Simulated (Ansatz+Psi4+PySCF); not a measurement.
A calculation with Psi4 1.11.

```
molecule {
0 1
F 0.000000 0.000000 -1.279180
Cl 0.000000 0.000000 0.677210
}

basis {
assign Cl cc-pV(T+d)Z
assign F cc-pVTZ
}
set reference rhf
set scf_type pk
energy('scf')
```

The input is written out from the run's settings.

Output:

```
Converged                                                          : yes
Total energy                                                       : -558.85022 hartree
Spin squared of the determinant                                    : 0.000
Occupied orbitals by symmetry in an Abelian subgroup (alpha; beta) : 7 A1 3 B1 3 B2; 7 A1 3 B1 3 B2
```

Caution: stretched shape with no unrestricted run beside it, a lower state can exist; unrestricted orbitals would lower the determinant.
